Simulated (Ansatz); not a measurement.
A run of Ansatz (development build ahead of 0.2.0) on singlet CH3F at this shape:

```xyz
5

C     0.0000    0.0000   -0.6187
F     0.0000    0.0000    0.7447
H     0.0000   -1.0360   -0.9966
H    -0.8972    0.5180   -0.9966
H     0.8972    0.5180   -0.9966
```

Its results:

```
Converged                       : yes
Reference energy                : -139.09387 hartree
Correlation energy              : -0.43406 hartree
Total energy                    : -139.52794 hartree
Spin squared of the determinant : 0.000
```

Which input gives this output? Name the method, the orbitals and the basis set, and write the input.

RHF-MP2 in cc-pVTZ. An unrestricted run that stays on the closed shell gives the same numbers.

```yaml
crystal:
  periodic: [false, false, false]
  atoms:
    - { symbol: C, position_ang: [0.0, 0.0, -0.61873] }
    - { symbol: F, position_ang: [0.0, 0.0, 0.74469] }
    - { symbol: H, position_ang: [0.0, -1.03603, -0.99661] }
    - { symbol: H, position_ang: [-0.89723, 0.51802, -0.99661] }
    - { symbol: H, position_ang: [0.89723, 0.51802, -0.99661] }
basis:
  gaussian: { orbitals: cc-pVTZ }
hamiltonian:
  xc: hf
correlation:
  method: mp2
  frozen_orbitals: { C: 1, F: 1, H: 0 }
```
